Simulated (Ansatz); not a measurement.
# SiNH6 (doublet): from Hartree-Fock to the top rungs at distance N1–H4 along a hydrogen transfer = 1.705 Å, cc-pVDZ

One table from this session's results is given with a row withheld; the runs are named, their logs left out.

Computed with Ansatz 0.2.0, Gaussian basis. Level: cc-pVDZ, core rule «outside noble gas», up to 6 orbitals frozen.

The runs, in order: UHF; CCSD(T) on ROHF; CCSD(T) on UHF; BCCD(T) on ROHF; CISD; CCSDT(Q) on ROHF; CCSDT(Q) on UHF; CASSCF and MRCISD+Q, 3 electrons in 3 orbitals; CASSCF and NEVPT2, 3 electrons in 3 orbitals.

1 further run of the same task is left out (it didn't finish).

### The system

The geometry derives from fragments relaxed apart (PBE0/def2-TZVP) and kept rigid, so it is no stationary point. A hydrogen atom is moved between rigid fragments.

8 atoms, charge 0, spin multiplicity 2.

Atoms are counted from 1 here; the program's logs count them from 0.

Bond lengths: N1–H2 1.012 Å, N1–H3 1.012 Å, H4–Si5 1.440 Å, Si5–H6 1.486 Å, Si5–H7 1.486 Å, Si5–H8 1.486 Å. Angles: H2–N1–H3 107.1°, H4–Si5–H6 107.6°, H4–Si5–H7 107.6°, H4–Si5–H8 107.6°, H6–Si5–H7 111.3°, H6–Si5–H8 111.3°, H7–Si5–H8 111.3°.

The first run:

The input, in.yaml:

```yaml
crystal:
  periodic: [false, false, false]
  atoms:
    - {symbol: N, position_ang: [-2.083902, -0.011841, -0.018431]}
    - {symbol: H, position_ang: [-2.381182, 0.955993, -0.018431]}
    - {symbol: H, position_ang: [-2.381181, -0.414140, 0.861829]}
    - {symbol: H, position_ang: [-0.378902, -0.011841, -0.018431]}
    - {symbol: Si, position_ang: [1.061098, -0.011841, -0.018431]}
    - {symbol: H, position_ang: [1.511070, -1.428094, -0.018431]}
    - {symbol: H, position_ang: [1.511072, 0.696285, -1.244942]}
    - {symbol: H, position_ang: [1.511073, 0.696286, 1.208081]}
basis:
  gaussian: {orbitals: cc-pVDZ}
magnetization: {spin_polarized: true, initial_magnetization: 1}
hamiltonian: {xc: hf}
output: {orbitals: {seedname: orbitals}}
```

Command:

```console
$ ansatz run in.yaml --threads 1 --pin off --events-out ev --progress --plain --max-ram 4096MiB --backend cpu
```

Among the steps run: UHF; CCSD(T) on ROHF; CCSD(T) on UHF; BCCD(T) on ROHF; CISD; CCSDT(Q) on ROHF; CCSDT(Q) on UHF; CASSCF and MRCISD+Q, 3 electrons in 3 orbitals; CASSCF and NEVPT2, 3 electrons in 3 orbitals.

One of the session's tables, all rows but one given; the rest of the session is left out.

```
       method  from UCCSDT(Q) (kcal/mol)
         ROHF                    +207.21
          UHF                    +204.17
         RMP2                     +35.64
         UMP2                     +35.76
         CISD                     +23.79
        RCCSD                      +4.74
        UCCSD                          ?
     RCCSD(T)                      +0.86
     UCCSD(T)                      +0.86
      BCCD(T)                      +0.86
       RCCSDT                      +0.22
       UCCSDT                      +0.21
    RCCSDT(Q)                      +0.02
    UCCSDT(Q)                          0
  CASSCF pair                    +195.03
  NEVPT2 pair                     +35.31
  MRCISD pair                     +21.61
MRCISD+Q pair                      +2.35
```

Estimate the missing values for UCCSD.

The run gave: from UCCSDT(Q) (kcal/mol): +4.69. In the column «from UCCSDT(Q) (kcal/mol)» it lies between MRCISD+Q pair (+2.35) and RCCSD (+4.74).

Limits of these values: Restricted and unrestricted rows rest on different reference determinants; where their highest levels disagree by more than a few hundredths of an eV, they describe different states and don't form one ladder.
